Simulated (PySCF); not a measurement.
**Which method gave which barrier?**

Saddle point of CH₅ClSi, singlet (CH₅ClSi ([CH3][SiH2][Cl]) → SiHCl ([SiH][Cl]) + CH₄; bonds formed: C2–H3; bonds broken: Si1–C2, Si1–H3), PBE0-D4/def2-TZVP structure:

Si1  (-0.737, 1.135, -0.109)
C2  (0.398, -0.761, -0.207)
H3  (0.060, 0.424, -1.168)
H4  (-1.798, 0.335, 0.545)
Cl5  (0.411, 2.023, 1.370)
H6  (1.350, -0.780, -0.739)
H7  (-0.265, -1.550, -0.556)
H8  (0.582, -0.827, 0.865)
(Å)

PySCF 2.14 with density fitting (its default auxiliary sets; JK sets also for MP2 and CCSD(T)); basis: def2-TZVPP, with def2-QZVPP for the basis limit; cores frozen in the correlated methods. Extrapolation: Hartree–Fock as exp(−7.88 √X), correlation as X^−2.97. Four methods, as single points on the PBE0-D4 structures, gave these electronic barriers from the start structure: 2.907, 3.150, 3.406, 4.149 eV.

Question: The methods were, in alphabetical order, HF, MP2, PBE-D4, r2SCAN-D4. Which gave which? (A judgement: the text doesn't fix the answer.)

Answer: Computed: PBE-D4 2.907; r2SCAN-D4 3.150; MP2 3.406; HF 4.149 eV. For comparison, CCSD(T) at an estimated basis limit (MP2 extrapolated from triple and quadruple zeta, plus CCSD(T) − MP2 in triple zeta) gives 3.321 eV.

The T1 diagnostic stays at or below 0.013. The restricted Hartree–Fock reference is unstable towards an unrestricted one at one or more of these structures.

Losses and insertions of silylenes and their heavier kin drive the gas-phase chemistry of silicon and germanium vapour deposition.

Labels in which every atom is bracketed show which atoms are joined, not bond orders.

For scale, one of the runs: CCSD(T)/def2-TZVPP, 185 basis functions, launched by `OMP_NUM_THREADS=4 python run.py`. Time: 3.5 min of wall clock on 4 CPU threads of an Arm Neoverse V1; the host was shared. Peak host memory: 1.7 GiB.
